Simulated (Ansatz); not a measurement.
Geometry optimisation, Ansatz 0.2.0, UKS PBE/def2-SVP.

Input file:

```yaml
crystal:
  periodic: [false, false, false]
  atoms:
    - { symbol: C, position_ang: [-0.1446, 1.10706, -0.40447] }
    - { symbol: C, position_ang: [-0.26464, -0.24414, -0.38856] }
    - { symbol: "N", position_ang: [0.62729, -0.9432, 0.55588] }
    - { symbol: O, position_ang: [-1.02789, -0.98372, -1.06484] }
    - { symbol: H, position_ang: [-0.70231, 1.7062, -1.10711] }
    - { symbol: H, position_ang: [0.56229, 1.62527, 0.23005] }
    - { symbol: H, position_ang: [0.22116, -1.85157, 0.7616] }
    - { symbol: H, position_ang: [0.72869, -0.41591, 1.41744] }
total_charge: -1
magnetization:
  spin_polarized: true
basis:
  gaussian: { orbitals: def2-SVP }
hamiltonian:
  xc: pbe
relax:
  f_tol: 0.02
  max_steps: 50
output:
  orbitals: {}
```

Command:

```bash
$ ansatz run input.yaml --threads 2 --pin off --max-ram 3072MiB --backend cpu --events-out ev --progress --plain --runs-dir out
```

Task: Where does it end, and by what steps?

Result: The forces met the threshold. Limits of this set-up: an anion without diffuse functions. After 5 steps the energy has fallen by 0.095 eV; H6 moved furthest, 0.07 Å.

```json
{"step": "0", "energy less start (eV)": "0.0000", "largest force component (eV/Å)": "1.763", "accepted": "yes"}
{"step": "1", "energy less start (eV)": "-0.0814", "largest force component (eV/Å)": "0.630", "accepted": "yes"}
{"step": "2", "energy less start (eV)": "-0.0813", "largest force component (eV/Å)": "0.546", "accepted": "no"}
{"step": "3", "energy less start (eV)": "-0.0929", "largest force component (eV/Å)": "0.177", "accepted": "yes"}
{"step": "4", "energy less start (eV)": "-0.0947", "largest force component (eV/Å)": "0.071", "accepted": "yes"}
{"step": "5", "energy less start (eV)": "-0.0949", "largest force component (eV/Å)": "0.015", "accepted": "yes"}
```

```xyz
8
Properties=species:S:1:pos:R:3
C -0.161 1.139 -0.380
C -0.257 -0.260 -0.382
N 0.657 -0.961 0.551
O -1.003 -1.016 -1.069
H -0.743 1.717 -1.116
H 0.612 1.669 0.204
H 0.178 -1.850 0.753
H 0.716 -0.438 1.437
```

Whether the end is a true minimum wasn't checked by a vibrational analysis.

Run time: 7.4 s on 2 threads of AMD EPYC 7R13 Processor (Zen 3) (shared host), peak memory 0.19 GiB.
